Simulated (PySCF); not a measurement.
## Calculated properties of `F[C]F` [triplet]

Compound: CF₂ (triplet state).
Structure used (PBE0-D3(BJ)/def2-SVP), in Å, numbered top down from 1:
```xyz
3
CF2 angstrom
F     -1.1227   -0.2257   -0.0071
C      0.0053    0.4340   -0.0208
F      1.1403   -0.2134    0.0027
```

PBE0-D3(BJ)/def2-SVP geometry optimisation, gas phase (PySCF):

| Item | Value |
| --- | --- |
| Point group | C2v |
| Rotational constants A, B, C | 129.655, 10.388, 9.618 GHz |
| Dipole moment | 0.36 D |

From UKS B3LYP, IGLO-III on C F, non-relativistic, mean-field spin-orbit, GIAO (PySCF):

| Item | Value |
| --- | --- |
| Isotropic g value | 2.00271 |
| Principal g values | 2.00203, 2.00283, 2.00327 |
| Spin squared ⟨S²⟩ | 2.004 |
| Largest Mulliken spin population | 1.81 on C2 |
| Largest isotropic hyperfine couplings (means over sets of like nuclei) | 13C +628.1 (C2), 19F +292.8 (F1/F3) MHz |

Monoisotopic mass from the formula: 49.9968 u.

g_iso is shifted by about +390 ppm from the free-electron value 2.002319; the principal values span 0.0012. The rotational constants make it an asymmetric top with κ = (2B − A − C)/(A − C) = -0.99, nearer the prolate limit (−1). In atomic units the dipole is 0.14 e·bohr (1 au = 2.5417 D). With B = h/(8π²I), that is 505.379 GHz u Å² over I, the principal moments of inertia are 3.90, 48.6 and 52.5 u Å² (most abundant isotopes); the inertial defect Ic − Ia − Ib is 0.0 u Å² (zero for a rigid planar frame, negative otherwise). ⟨S²⟩ is 0.004 above the pure-spin value S(S + 1) = 2.00. Point group C2v permits a dipole; with 0.36 D the species has a pure rotational spectrum.

This triplet need not be the ground state; the singlet was not compared here.

For the geometry optimisation (PBE0-D3(BJ)/def2-SVP), on one thread, x86-64 server, no GPU, shared host, this took 2.0 s of wall time.
